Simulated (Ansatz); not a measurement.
C3H7N, SMILES CC(C)=N, a rigid torsion scan

With the Python package of Ansatz (0.2.0).

The cells in order, each with its output:

**Cell 1**
```python
import ansatz as az
from ase import Atoms
```

**Cell 2**
```python
atoms = Atoms(['C', 'C', 'C', 'N', 'H', 'H', 'H', 'H', 'H', 'H', 'H'], positions=[
    (-0.5249, 0.9234, -0.5661),
    (-0.1142, -0.3875, -0.1129),
    (0.904, -0.4428, 0.9506),
    (-0.5111, -1.4694, -0.6122),
    (-1.3303, 0.8713, -1.3767),
    (-0.9963, 1.5312, 0.2678),
    (0.3078, 1.527, -0.9687),
    (1.22, -1.4646, 1.2016),
    (0.5663, 0.0732, 1.9035),
    (1.8422, 0.0669, 0.6425),
    (-1.2981, -1.2858, -1.3088),
])
```

**Cell 3**
```python
# relax first, so that the scan starts from a minimum
first = az.Crystal.molecule_from_ase(atoms).calculation()
first = first.basis(gaussian='def2-SVP').functional('b3lyp')
first = first.relax(force_tolerance=0.02, max_steps=80)
atoms.positions = first.run(threads=1).report['positions_ang']
```

**Cell 4**
```python
start = atoms.get_dihedral(0, 1, 2, 7)
energies = {}
for turn in range(0, 121, 15):
    turned = atoms.copy()
    turned.set_dihedral(0, 1, 2, 7, start + turn, indices=[2, 7, 8, 9])
    model = az.Crystal.molecule_from_ase(turned).calculation()
    model = model.basis(gaussian='def2-SVP')
    model = model.functional('b3lyp')
    energies[round((start + turn) % 360)] = model.run(threads=1).report['free_energy_ev']
floor = min(energies.values())
print('dihedral C0-C1-C2-H7 (deg)   E - E(min) (eV)')
for angle, e in sorted(energies.items()):
    print(f'{angle:8d} {(e - floor):14.3f}  ' + '#' * int(30 * (e - floor) / max(max(energies.values()) - floor, 1e-9)))
```
Output:
```text
dihedral C0-C1-C2-H7 (deg)   E - E(min) (eV)
     180          0.000
     195          0.011  ####
     210          0.038  ##############
     225          0.064  #########################
     240          0.076  ##############################
     255          0.068  ##########################
     270          0.045  #################
     285          0.020  #######
     300          0.009  ###
```

What to keep in mind:
- The scan is rigid and the energies are electronic, in a modest basis. With rigid groups the curve can differ much from the relaxed path, the start wasn't checked as a minimum of this torsion, and equivalent turns needn't return to the same energy.
- b3lyp holds the VWN-RPA fit, as in Gaussian; the form of ORCA and Turbomole is b3lyp5.
- The whole script took 47 s on 1 thread of Arm Neoverse V1, on a shared host, peak memory 0.25 GiB.
